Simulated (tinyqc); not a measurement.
Worked calculation (part 1 of 3): UHF in the sto-6g basis, for LiH, spin multiplicity 3. Computed by tinyqc, a small Python program that keeps every step (integrals from PySCF). Settings: charge = 0, multiplicity = 3, basis = sto-6g, energy threshold = 1e-10, iteration cap = 57, orthogonalisation = symmetric, start = random, DIIS depth = 4, method = UHF. Command: `OMP_NUM_THREADS=1 python tinyqc.py 23756 23757 out.jsonl` (the two numbers bound the seeds that draw the settings). One thread of a shared host (Intel(R) Xeon(R) Processor @ 2.60GHz), about 0.1 s of CPU time with the checks. Later iterations appear only in the table of the cycle.

## One-electron integrals

Geometry (angstrom):
```
atom         x         y         z
Li    0.000000  0.000000  0.000000
H     0.000000  0.000000  2.629000
```

Basis sto-6g: exponents (1/bohr^2) and contraction coefficients of normalised primitives:
```
element  l (shell)    exponent  coefficient
Li           s (1)  167.175846     0.009164
Li           s (1)   30.651508     0.049361
Li           s (1)    8.575187     0.168538
Li           s (1)    2.945808     0.370563
Li           s (1)    1.143944     0.416492
Li           s (1)    0.471139     0.130334
Li           s (2)    6.597564    -0.013253
Li           s (2)    1.305830    -0.046992
Li           s (2)    0.405851    -0.033785
Li           s (2)    0.156146     0.250242
Li           s (2)    0.067814     0.595117
Li           s (2)    0.031084     0.240706
Li           p (3)    6.597564     0.003760
Li           p (3)    1.305830     0.037679
Li           p (3)    0.405851     0.173897
Li           p (3)    0.156146     0.418036
Li           p (3)    0.067814     0.425860
Li           p (3)    0.031084     0.101708
H            s (1)   35.523221     0.009164
H            s (1)    6.513144     0.049361
H            s (1)    1.822143     0.168538
H            s (1)    0.625955     0.370563
H            s (1)    0.243077     0.416492
H            s (1)    0.100112     0.130334
```

Overlap, kinetic and nuclear-attraction integrals over the contracted functions; the nuclear repulsion is the sum of Za Zb / Rab.

nuclear repulsion = 0.60385380 hartree

overlap S, order 1Li 1s, 1Li 2s, 1Li 2px, 1Li 2py, 1Li 2pz, 2H 1s:
$$\begin{pmatrix}
1.000000 & 0.235742 & 0.000000 & 0.000000 & 0.000000 & 0.006987 \\
0.235742 & 1.000000 & 0.000000 & 0.000000 & 0.000000 & 0.178484 \\
0.000000 & 0.000000 & 1.000000 & 0.000000 & 0.000000 & 0.000000 \\
0.000000 & 0.000000 & 0.000000 & 1.000000 & 0.000000 & 0.000000 \\
0.000000 & 0.000000 & 0.000000 & 0.000000 & 1.000000 & 0.267627 \\
0.006987 & 0.178484 & 0.000000 & 0.000000 & 0.267627 & 1.000000
\end{pmatrix}$$

kinetic energy T (hartree), order 1Li 1s, 1Li 2s, 1Li 2px, 1Li 2py, 1Li 2pz, 2H 1s:
$$\begin{pmatrix}
3.616742 & -0.110723 & 0.000000 & 0.000000 & 0.000000 & -0.003277 \\
-0.110723 & 0.106524 & 0.000000 & 0.000000 & 0.000000 & 0.001869 \\
0.000000 & 0.000000 & 0.320007 & 0.000000 & 0.000000 & 0.000000 \\
0.000000 & 0.000000 & 0.000000 & 0.320007 & 0.000000 & 0.000000 \\
0.000000 & 0.000000 & 0.000000 & 0.000000 & 0.320007 & 0.019498 \\
-0.003277 & 0.001869 & 0.000000 & 0.000000 & 0.019498 & 0.768522
\end{pmatrix}$$

nuclear attraction V (hartree), order 1Li 1s, 1Li 2s, 1Li 2px, 1Li 2py, 1Li 2pz, 2H 1s:
$$\begin{pmatrix}
-8.268429 & -0.875813 & 0.000000 & 0.000000 & -0.006306 & -0.026400 \\
-0.875813 & -1.398225 & 0.000000 & 0.000000 & -0.067532 & -0.250111 \\
0.000000 & 0.000000 & -1.382507 & 0.000000 & 0.000000 & 0.000000 \\
0.000000 & 0.000000 & 0.000000 & -1.382507 & 0.000000 & 0.000000 \\
-0.006306 & -0.067532 & 0.000000 & 0.000000 & -1.429501 & -0.378843 \\
-0.026400 & -0.250111 & 0.000000 & 0.000000 & -0.378843 & -1.843396
\end{pmatrix}$$

core Hamiltonian H = T + V (hartree), order 1Li 1s, 1Li 2s, 1Li 2px, 1Li 2py, 1Li 2pz, 2H 1s:
$$\begin{pmatrix}
-4.651686 & -0.986536 & 0.000000 & 0.000000 & -0.006306 & -0.029677 \\
-0.986536 & -1.291702 & 0.000000 & 0.000000 & -0.067532 & -0.248243 \\
0.000000 & 0.000000 & -1.062500 & 0.000000 & 0.000000 & 0.000000 \\
0.000000 & 0.000000 & 0.000000 & -1.062500 & 0.000000 & 0.000000 \\
-0.006306 & -0.067532 & 0.000000 & 0.000000 & -1.109493 & -0.359345 \\
-0.029677 & -0.248243 & 0.000000 & 0.000000 & -0.359345 & -1.074873
\end{pmatrix}$$

## Two-electron integrals

Functions are numbered as in S; the eight-fold symmetry (ij|kl) = (ji|kl) = (kl|ij) leaves the list below.

Two-electron integrals (ij|kl) in chemists' order, unique and non-zero (hartree):
```
(11|11) 1.681247   (21|11) 0.242603   (21|21) 0.044507   (22|11) 0.397190
(22|21) 0.090279   (22|22) 0.290625   (31|31) 0.009437   (32|31) 0.014261
(32|32) 0.064236   (33|11) 0.397190   (33|21) 0.090279   (33|22) 0.290625
(33|33) 0.313125   (41|41) 0.009437   (42|41) 0.014261   (42|42) 0.064236
(43|43) 0.016875   (44|11) 0.397190   (44|21) 0.090279   (44|22) 0.290625
(44|33) 0.279374   (44|44) 0.313125   (51|51) 0.009437   (52|51) 0.014261
(52|52) 0.064236   (53|53) 0.016875   (54|54) 0.016875   (55|11) 0.397190
(55|21) 0.090279   (55|22) 0.290625   (55|33) 0.279374   (55|44) 0.279374
(55|55) 0.313125   (61|11) 0.006891   (61|21) 0.001252   (61|22) 0.002623
(61|33) 0.002585   (61|44) 0.002585   (61|51) 0.000168   (61|52) 0.000364
(61|55) 0.002700   (61|61) 0.000039   (62|11) 0.045890   (62|21) 0.010728
(62|22) 0.041061   (62|33) 0.038669   (62|44) 0.038669   (62|51) 0.001591
(62|52) 0.012757   (62|55) 0.045846   (62|61) 0.000377   (62|62) 0.013783
(63|31) 0.000512   (63|32) 0.003084   (63|53) 0.001453   (63|63) 0.000551
(64|41) 0.000512   (64|42) 0.003084   (64|54) 0.001453   (64|64) 0.000551
(65|11) 0.065707   (65|21) 0.015426   (65|22) 0.060227   (65|33) 0.056248
(65|44) 0.056248   (65|51) 0.002489   (65|52) 0.020039   (65|55) 0.068187
(65|61) 0.000552   (65|62) 0.021552   (65|65) 0.033826   (66|11) 0.201275
(66|21) 0.047444   (66|22) 0.196691   (66|33) 0.182399   (66|44) 0.182399
(66|51) 0.006295   (66|52) 0.065024   (66|55) 0.225274   (66|61) 0.001668
(66|62) 0.091538   (66|65) 0.146179   (66|66) 0.774999
```

## Orthogonalisation

S = U s U^T; symmetric (Loewdin) form X = U s^(-1/2) U^T, so that X^T S X = 1.

eigenvalues of S: [0.645308, 0.820566, 1.000000, 1.000000, 1.173363, 1.360763]

X, order 1Li 1s, 1Li 2s, 1Li 2px, 1Li 2py, 1Li 2pz, 2H 1s:
$$\begin{pmatrix}
1.022111 & -0.124385 & 0.000000 & 0.000000 & -0.003222 & 0.013949 \\
-0.124385 & 1.035589 & 0.000000 & 0.000000 & 0.020084 & -0.098434 \\
0.000000 & 0.000000 & 1.000000 & 0.000000 & 0.000000 & 0.000000 \\
0.000000 & 0.000000 & 0.000000 & 1.000000 & 0.000000 & 0.000000 \\
-0.003222 & 0.020084 & 0.000000 & 0.000000 & 1.029100 & -0.143340 \\
0.013949 & -0.098434 & 0.000000 & 0.000000 & -0.143340 & 1.042410
\end{pmatrix}$$

## Starting guess

The start is random orthonormal orbitals; D(s) = C_occ C_occ^T for each spin.

D(alpha) at the start, order 1Li 1s, 1Li 2s, 1Li 2px, 1Li 2py, 1Li 2pz, 2H 1s:
$$\begin{pmatrix}
0.622109 & -0.032635 & -0.349127 & 0.192328 & 0.138826 & -0.293972 \\
-0.032635 & 0.916645 & 0.147832 & -0.285273 & 0.136476 & -0.113032 \\
-0.349127 & 0.147832 & 0.315343 & 0.008270 & 0.188791 & 0.183070 \\
0.192328 & -0.285273 & 0.008270 & 0.380399 & 0.377834 & 0.003438 \\
0.138826 & 0.136476 & 0.188791 & 0.377834 & 0.653971 & 0.002631 \\
-0.293972 & -0.113032 & 0.183070 & 0.003438 & 0.002631 & 0.169968
\end{pmatrix}$$

D(beta) at the start, order 1Li 1s, 1Li 2s, 1Li 2px, 1Li 2py, 1Li 2pz, 2H 1s:
$$\begin{pmatrix}
0.014810 & -0.067249 & -0.048917 & -0.023316 & -0.083171 & -0.008862 \\
-0.067249 & 0.305363 & 0.222122 & 0.105871 & 0.377660 & 0.040241 \\
-0.048917 & 0.222122 & 0.161573 & 0.077011 & 0.274711 & 0.029272 \\
-0.023316 & 0.105871 & 0.077011 & 0.036706 & 0.130936 & 0.013952 \\
-0.083171 & 0.377660 & 0.274711 & 0.130936 & 0.467072 & 0.049769 \\
-0.008862 & 0.040241 & 0.029272 & 0.013952 & 0.049769 & 0.005303
\end{pmatrix}$$

## Iteration 1: building the Fock matrix

J_ij = sum D_kl (ij|kl) with D = D(alpha) + D(beta), K_ij = sum D_kl (ik|jl) for each spin; F = H + J - K(s); E = tr D H + tr D J / 2 - 0.5 sum_s tr D(s) K(s) + E_nn.

Coulomb J (hartree), order 1Li 1s, 1Li 2s, 1Li 2px, 1Li 2py, 1Li 2pz, 2H 1s:
$$\begin{pmatrix}
2.339396 & 0.445479 & 0.003257 & -0.001909 & 0.016746 & 0.013346 \\
0.445479 & 1.208936 & 0.037485 & -0.018120 & 0.079059 & 0.192592 \\
0.003257 & 0.037485 & 1.199811 & 0.002878 & 0.016260 & 0.003455 \\
-0.001909 & -0.018120 & 0.002878 & 1.197793 & 0.017222 & 0.000565 \\
0.016746 & 0.079059 & 0.016260 & 0.017222 & 1.229202 & 0.285670 \\
0.013346 & 0.192592 & 0.003455 & 0.000565 & 0.285670 & 0.979066
\end{pmatrix}$$

exchange K(alpha) (hartree), order 1Li 1s, 1Li 2s, 1Li 2px, 1Li 2py, 1Li 2pz, 2H 1s:
$$\begin{pmatrix}
1.079291 & 0.223215 & -0.125943 & 0.048394 & 0.049675 & -0.038251 \\
0.223215 & 0.361717 & 0.023605 & -0.080983 & 0.053527 & 0.043323 \\
-0.125943 & 0.023605 & 0.179122 & 0.002450 & 0.066492 & 0.049477 \\
0.048394 & -0.080983 & 0.002450 & 0.198394 & 0.112132 & 0.011115 \\
0.049675 & 0.053527 & 0.066492 & 0.112132 & 0.280452 & 0.080778 \\
-0.038251 & 0.043323 & 0.049477 & 0.011115 & 0.080778 & 0.151994
\end{pmatrix}$$

exchange K(beta) (hartree), order 1Li 1s, 1Li 2s, 1Li 2px, 1Li 2py, 1Li 2pz, 2H 1s:
$$\begin{pmatrix}
0.012135 & 0.011165 & 0.003420 & 0.001630 & 0.005974 & 0.002909 \\
0.011165 & 0.124460 & 0.074931 & 0.035714 & 0.131501 & 0.060720 \\
0.003420 & 0.074931 & 0.077317 & 0.022814 & 0.083072 & 0.030329 \\
0.001630 & 0.035714 & 0.022814 & 0.040326 & 0.039595 & 0.014456 \\
0.005974 & 0.131501 & 0.083072 & 0.039595 & 0.175970 & 0.077447 \\
0.002909 & 0.060720 & 0.030329 & 0.014456 & 0.077447 & 0.062252
\end{pmatrix}$$

F(alpha) (hartree), order 1Li 1s, 1Li 2s, 1Li 2px, 1Li 2py, 1Li 2pz, 2H 1s:
$$\begin{pmatrix}
-3.391582 & -0.764272 & 0.129200 & -0.050303 & -0.039235 & 0.021920 \\
-0.764272 & -0.444483 & 0.013880 & 0.062862 & -0.042000 & -0.098974 \\
0.129200 & 0.013880 & -0.041810 & 0.000428 & -0.050232 & -0.046022 \\
-0.050303 & 0.062862 & 0.000428 & -0.063101 & -0.094910 & -0.010550 \\
-0.039235 & -0.042000 & -0.050232 & -0.094910 & -0.160743 & -0.154453 \\
0.021920 & -0.098974 & -0.046022 & -0.010550 & -0.154453 & -0.247801
\end{pmatrix}$$

F(beta) (hartree), order 1Li 1s, 1Li 2s, 1Li 2px, 1Li 2py, 1Li 2pz, 2H 1s:
$$\begin{pmatrix}
-2.324426 & -0.552221 & -0.000163 & -0.003540 & 0.004466 & -0.019240 \\
-0.552221 & -0.207226 & -0.037446 & -0.053835 & -0.119974 & -0.116372 \\
-0.000163 & -0.037446 & 0.059995 & -0.019936 & -0.066812 & -0.026874 \\
-0.003540 & -0.053835 & -0.019936 & 0.094968 & -0.022373 & -0.013891 \\
0.004466 & -0.119974 & -0.066812 & -0.022373 & -0.056261 & -0.151122 \\
-0.019240 & -0.116372 & -0.026874 & -0.013891 & -0.151122 & -0.158059
\end{pmatrix}$$

total energy of this density = -4.35748561 hartree

## Iteration 1: diagonalisation and new density

Diagonalise F' = X^T F X, C = X C', fill 3 alpha and 1 beta electrons from the bottom; D(s) = C_occ C_occ^T. Each column has its largest component positive (the first on a tie).

F' = X^T F X (alpha) (hartree):
$$\begin{pmatrix}
-3.354607 & -0.337553 & 0.129851 & -0.059076 & -0.045869 & 0.062890 \\
-0.337553 & -0.314952 & 0.001824 & 0.070489 & -0.021340 & -0.053795 \\
0.129851 & 0.001824 & -0.041810 & 0.000428 & -0.045235 & -0.040338 \\
-0.059076 & 0.070489 & 0.000428 & -0.063101 & -0.094735 & -0.004283 \\
-0.045869 & -0.021340 & -0.045235 & -0.094735 & -0.130760 & -0.107342 \\
0.062890 & -0.053795 & -0.040338 & -0.004283 & -0.107342 & -0.209359
\end{pmatrix}$$

orbital energies (alpha) (hartree): MO1 -3.399101, MO2 -0.349224, MO3 -0.280764, MO4 -0.090875, MO5 -0.029090, MO6 0.034465

coefficients C (alpha), order 1Li 1s, 1Li 2s, 1Li 2px, 1Li 2py, 1Li 2pz, 2H 1s:
$$\begin{pmatrix}
1.001223 & -0.139814 & -0.143730 & 0.118648 & 0.056194 & -0.022311 \\
-0.009505 & 0.658175 & 0.662209 & -0.448539 & -0.077913 & 0.137644 \\
-0.038492 & 0.155957 & -0.130933 & -0.045311 & 0.940307 & 0.266124 \\
0.015679 & -0.050304 & -0.447704 & -0.470318 & -0.276022 & 0.706681 \\
0.015904 & 0.301482 & -0.471017 & -0.584900 & 0.040995 & -0.650552 \\
-0.017300 & 0.518207 & -0.373672 & 0.783533 & -0.172947 & 0.254453
\end{pmatrix}$$

F' = X^T F X (beta) (hartree):
$$\begin{pmatrix}
-2.291431 & -0.271065 & 0.004331 & 0.002957 & 0.015655 & 0.011240 \\
-0.271065 & -0.098651 & -0.037455 & -0.054392 & -0.100993 & -0.084600 \\
0.004331 & -0.037455 & 0.059995 & -0.019936 & -0.065655 & -0.014753 \\
0.002957 & -0.054392 & -0.019936 & 0.094968 & -0.022103 & -0.006024 \\
0.015655 & -0.100993 & -0.065655 & -0.022103 & -0.022619 & -0.124530 \\
0.011240 & -0.084600 & -0.014753 & -0.006024 & -0.124530 & -0.108770
\end{pmatrix}$$

orbital energies (beta) (hartree): MO1 -2.324453, MO2 -0.295197, MO3 -0.018860, MO4 0.044838, MO5 0.108031, MO6 0.119132

coefficients C (beta), order 1Li 1s, 1Li 2s, 1Li 2px, 1Li 2py, 1Li 2pz, 2H 1s:
$$\begin{pmatrix}
0.999585 & -0.122744 & 0.158639 & 0.121737 & 0.040546 & 0.067240 \\
0.001689 & 0.501141 & -0.694208 & -0.499996 & -0.193275 & -0.278545 \\
0.000064 & 0.187795 & -0.267940 & 0.659018 & 0.460330 & -0.496722 \\
0.001490 & 0.123149 & -0.304563 & -0.085237 & 0.639182 & 0.690112 \\
-0.002203 & 0.473624 & -0.151630 & 0.545462 & -0.576704 & 0.450084 \\
0.001640 & 0.515694 & 0.783040 & -0.225221 & 0.405818 & -0.150139
\end{pmatrix}$$

D(alpha) after iteration 1, order 1Li 1s, 1Li 2s, 1Li 2px, 1Li 2py, 1Li 2pz, 2H 1s:
$$\begin{pmatrix}
1.042654 & -0.196718 & -0.041526 & 0.087080 & 0.041471 & -0.036066 \\
-0.196718 & 0.871805 & 0.016308 & -0.329732 & -0.113635 & 0.093787 \\
-0.041526 & 0.016308 & 0.042947 & 0.050170 & 0.108077 & 0.130410 \\
0.087080 & -0.329732 & 0.050170 & 0.203215 & 0.195959 & 0.140955 \\
0.041471 & -0.113635 & 0.108077 & 0.195959 & 0.313001 & 0.331961 \\
-0.036066 & 0.093787 & 0.130410 & 0.140955 & 0.331961 & 0.408469
\end{pmatrix}$$

D(beta) after iteration 1, order 1Li 1s, 1Li 2s, 1Li 2px, 1Li 2py, 1Li 2pz, 2H 1s:
$$\begin{pmatrix}
0.999169 & 0.001689 & 0.000064 & 0.001489 & -0.002202 & 0.001640 \\
0.001689 & 0.000003 & 0.000000 & 0.000003 & -0.000004 & 0.000003 \\
0.000064 & 0.000000 & 0.000000 & 0.000000 & 0.000000 & 0.000000 \\
0.001489 & 0.000003 & 0.000000 & 0.000002 & -0.000003 & 0.000002 \\
-0.002202 & -0.000004 & 0.000000 & -0.000003 & 0.000005 & -0.000004 \\
0.001640 & 0.000003 & 0.000000 & 0.000002 & -0.000004 & 0.000003
\end{pmatrix}$$

## Iteration 2: building the Fock matrix

As before.

Coulomb J (hartree), order 1Li 1s, 1Li 2s, 1Li 2px, 1Li 2py, 1Li 2pz, 2H 1s:
$$\begin{pmatrix}
4.040522 & 0.638726 & -0.000184 & -0.007589 & 0.002011 & 0.018396 \\
0.638726 & 1.319505 & 0.001717 & -0.038965 & 0.028753 & 0.200666 \\
-0.000184 & 0.001717 & 1.305739 & 0.001693 & 0.004027 & 0.000516 \\
-0.007589 & -0.038965 & 0.001693 & 1.311148 & 0.007023 & -0.001218 \\
0.002011 & 0.028753 & 0.004027 & 0.007023 & 1.341631 & 0.297654 \\
0.018396 & 0.200666 & 0.000516 & -0.001218 & 0.297654 & 1.095738
\end{pmatrix}$$

exchange K(alpha) (hartree), order 1Li 1s, 1Li 2s, 1Li 2px, 1Li 2py, 1Li 2pz, 2H 1s:
$$\begin{pmatrix}
1.701454 & 0.253096 & -0.014777 & 0.001375 & 0.006037 & 0.009146 \\
0.253096 & 0.321201 & 0.006891 & -0.102020 & 0.000917 & 0.118015 \\
-0.014777 & 0.006891 & 0.084120 & 0.014863 & 0.039543 & 0.030647 \\
0.001375 & -0.102020 & 0.014863 & 0.131600 & 0.066186 & 0.023597 \\
0.006037 & 0.000917 & 0.039543 & 0.066186 & 0.225059 & 0.178934 \\
0.009146 & 0.118015 & 0.030647 & 0.023597 & 0.178934 & 0.448443
\end{pmatrix}$$

exchange K(beta) (hartree), order 1Li 1s, 1Li 2s, 1Li 2px, 1Li 2py, 1Li 2pz, 2H 1s:
$$\begin{pmatrix}
1.680692 & 0.243225 & 0.000026 & 0.000606 & -0.000788 & 0.007150 \\
0.243225 & 0.044812 & 0.000007 & 0.000157 & -0.000204 & 0.001318 \\
0.000026 & 0.000007 & 0.009479 & 0.000000 & 0.000000 & 0.000000 \\
0.000606 & 0.000157 & 0.000000 & 0.009480 & -0.000001 & 0.000005 \\
-0.000788 & -0.000204 & 0.000000 & -0.000001 & 0.009487 & 0.000171 \\
0.007150 & 0.001318 & 0.000000 & 0.000005 & 0.000171 & 0.000045
\end{pmatrix}$$

F(alpha) (hartree), order 1Li 1s, 1Li 2s, 1Li 2px, 1Li 2py, 1Li 2pz, 2H 1s:
$$\begin{pmatrix}
-2.312618 & -0.600906 & 0.014593 & -0.008964 & -0.010332 & -0.020426 \\
-0.600906 & -0.293398 & -0.005174 & 0.063055 & -0.039695 & -0.165592 \\
0.014593 & -0.005174 & 0.159119 & -0.013170 & -0.035516 & -0.030131 \\
-0.008964 & 0.063055 & -0.013170 & 0.117049 & -0.059163 & -0.024815 \\
-0.010332 & -0.039695 & -0.035516 & -0.059163 & 0.007079 & -0.240626 \\
-0.020426 & -0.165592 & -0.030131 & -0.024815 & -0.240626 & -0.427579
\end{pmatrix}$$

F(beta) (hartree), order 1Li 1s, 1Li 2s, 1Li 2px, 1Li 2py, 1Li 2pz, 2H 1s:
$$\begin{pmatrix}
-2.291857 & -0.591035 & -0.000210 & -0.008194 & -0.003507 & -0.018431 \\
-0.591035 & -0.017009 & 0.001710 & -0.039122 & -0.038575 & -0.048895 \\
-0.000210 & 0.001710 & 0.233760 & 0.001693 & 0.004027 & 0.000516 \\
-0.008194 & -0.039122 & 0.001693 & 0.239168 & 0.007024 & -0.001223 \\
-0.003507 & -0.038575 & 0.004027 & 0.007024 & 0.222651 & -0.061862 \\
-0.018431 & -0.048895 & 0.000516 & -0.001223 & -0.061862 & 0.020819
\end{pmatrix}$$

total energy of this density = -7.74242651 hartree

## Iteration 2: DIIS over 2 matrices

error matrix X^T (FDS - SDF) X (alpha):
$$\begin{pmatrix}
0.000000 & -0.005917 & 0.075578 & -0.003589 & -0.026881 & -0.006274 \\
0.005917 & 0.000000 & -0.006570 & 0.013397 & -0.005075 & 0.072875 \\
-0.075578 & 0.006570 & 0.000000 & 0.000000 & 0.018223 & 0.076524 \\
0.003589 & -0.013397 & 0.000000 & 0.000000 & 0.011830 & 0.053207 \\
0.026881 & 0.005075 & -0.018223 & -0.011830 & 0.000000 & 0.145714 \\
0.006274 & -0.072875 & -0.076524 & -0.053207 & -0.145714 & 0.000000
\end{pmatrix}$$

B (overlaps of the stored error matrices):
$$\begin{pmatrix}
4.7770210e+00 & 2.2347678e-01 \\
2.2347678e-01 & 8.9950501e-02
\end{pmatrix}$$

Minimise |sum c_i e_i|^2 with sum c_i = 1: solve [B -1; -1 0][c; lambda] = [0; -1] with B_ij = tr e_i^T e_j summed over both spins, and take F = sum c_i F_i.

DIIS coefficients: [-0.030209, 1.030209]

extrapolated F(alpha) (hartree), order 1Li 1s, 1Li 2s, 1Li 2px, 1Li 2py, 1Li 2pz, 2H 1s:
$$\begin{pmatrix}
-2.280023 & -0.595971 & 0.011131 & -0.007715 & -0.009459 & -0.021705 \\
-0.595971 & -0.288834 & -0.005750 & 0.063061 & -0.039626 & -0.167604 \\
0.011131 & -0.005750 & 0.165189 & -0.013580 & -0.035071 & -0.029651 \\
-0.007715 & 0.063061 & -0.013580 & 0.122491 & -0.058083 & -0.025246 \\
-0.009459 & -0.039626 & -0.035071 & -0.058083 & 0.012149 & -0.243229 \\
-0.021705 & -0.167604 & -0.029651 & -0.025246 & -0.243229 & -0.433010
\end{pmatrix}$$

extrapolated F(beta) (hartree), order 1Li 1s, 1Li 2s, 1Li 2px, 1Li 2py, 1Li 2pz, 2H 1s:
$$\begin{pmatrix}
-2.290873 & -0.592207 & -0.000211 & -0.008335 & -0.003748 & -0.018406 \\
-0.592207 & -0.011263 & 0.002893 & -0.038678 & -0.036116 & -0.046856 \\
-0.000211 & 0.002893 & 0.239009 & 0.002347 & 0.006167 & 0.001343 \\
-0.008335 & -0.038678 & 0.002347 & 0.243524 & 0.007912 & -0.000840 \\
-0.003748 & -0.036116 & 0.006167 & 0.007912 & 0.231077 & -0.059166 \\
-0.018406 & -0.046856 & 0.001343 & -0.000840 & -0.059166 & 0.026223
\end{pmatrix}$$
